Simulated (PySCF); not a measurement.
1,3-propanediol, C3H8O2.
Structure used (PBE0-D3(BJ)/def2-SVP), in Å, numbered top down from 1:
```xyz
13
C3H8O2 angstrom
O     -1.2406    1.4587    0.1199
C     -1.1501    0.2959   -0.6512
C      0.2700   -0.2483   -0.7424
C      0.8199   -0.7083    0.5977
O      0.8308    0.3194    1.5715
H     -0.7726    1.2670    0.9463
H     -1.8143   -0.5081   -0.2642
H     -1.5181    0.5417   -1.6608
H      0.9276    0.5337   -1.1650
H      0.3000   -1.0980   -1.4461
H      0.1783   -1.5032    1.0119
H      1.8293   -1.1450    0.4755
H      1.4693    0.9860    1.2929
```

Linear response at CAM-B3LYP/def2-SVPD (PySCF, frozen core in the response, non-relativistic).

Static isotropic polarisability: 48.39 au (7.17 Å³), principal values 44.8, 49.5, 50.9 au.

Question: What is the polarisability at 1064 nm and at the sodium D line?

Answer: 48.69 au at 1064 nm (+0.6 %), 49.39 au at 589.3 nm (+2.1 %). The rise at 589.3 nm is 3.34 times that at 1064 nm; a pure ω² law gives 3.26. The lowest singlet lies at 175 nm, shorter than both wavelengths.

Question: What is the isotropic C6 coefficient between two such molecules, C6 = (3/π)∫α(iω)² dω?

Answer: 1111 au (Eh·bohr⁶) by a ten-point quadrature over imaginary frequencies, which is 664 eV·Å⁶ or 64.1 J·nm⁶/mol.

Question: Which effective excitation energy ω̄ makes London's formula C6 = (3/4)α²ω̄ exact here?

Answer: ω̄ = 4·C6/(3α²) = 0.633 Eh = 17.2 eV. A one-pole form α(ω) = α/(1 − ω²/ω̄²) fitted to the 1064 nm value gives 14.9 eV.

Question: The lowest 6 singlets have (eV, f): 7.08, 0.006; 7.38, 0.010; 7.91, 0.036; 8.15, 0.008; 8.28, 0.015; 8.51, 0.025. What share of the static polarisability do they carry in the sum over states α = Σ f/ω²?

Answer: 1.15 au, 2.4 % of α; the largest term, 0.42 au, is that of the state at 7.91 eV. Their oscillator strengths add up to 0.10. Higher states carry the rest.

Question: What three-body coefficient follows from the one-pole estimate C9 = (3/4)·α·C6?

Answer: 40300 au. This is an estimate from the two numbers above, not a computed integral.

Question: What molar refraction at the D line follows from R = (4π/3)·N_A·α′, with α′ the polarisability volume?

Answer: α′ = 7.32 Å³ gives R = 18.46 cm³/mol, for isolated, non-vibrating species.

Question: What does −C6/R⁶ come to at R = 12 Å between centres?

Answer: -21 J/mol. This is the leading, orientation-averaged term; C8 and higher terms are left out.

Question: How many electrons N does the Slater–Kirkwood formula C6 = (3/4)·√N·α^(3/2) need to give this C6?

Answer: N = (4·C6/3)²/α³ = 19.4; the species has 42 electrons in all.

Question: How anisotropic is the static polarisability, by Δα² = ½[(α1 − α2)² + (α2 − α3)² + (α3 − α1)²]?

Answer: Δα = 5.5 au, or 0.11 of the isotropic value.

One conformer stands for the species.
